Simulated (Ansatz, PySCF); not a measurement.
Species, as SMILES: C=C=O.
Geometry (B3LYP-D3(BJ)/def2-TZVP, fixed):
```xyz
5

C      0.0091     0.0017    -1.2056
C     -0.0008    -0.0001     0.1027
H      0.0282     0.9401    -1.7377
H     -0.0018    -0.9351    -1.7406
O     -0.0096    -0.0018     1.2620
```

Near-linear dependence at HF/d-aug-cc-pVDZ with PySCF (spherical functions, density fitting): canonical orthogonalisation drops combinations whose overlap eigenvalue lies under the threshold. The set has 122 functions.

| threshold | orbitals kept | energy minus last row (mEh) | SCF cycles |
|---|---|---|---|
| 1e-3 | 112 | 0.571 | 11 |
| 1e-4 | 116 | 0.180 | 11 |
| 1e-5 | 121 | 0.041 | 11 |
| 1e-6 | 122 | 0.000 | 11 |
| 1e-7 | 122 | 0.000 | 11 |
| 1e-9 | 122 | 0.000 | 11 |

The smallest overlap eigenvalue is 2.5e-06. Ansatz (an electronic-structure program) at its default drops 0 functions.
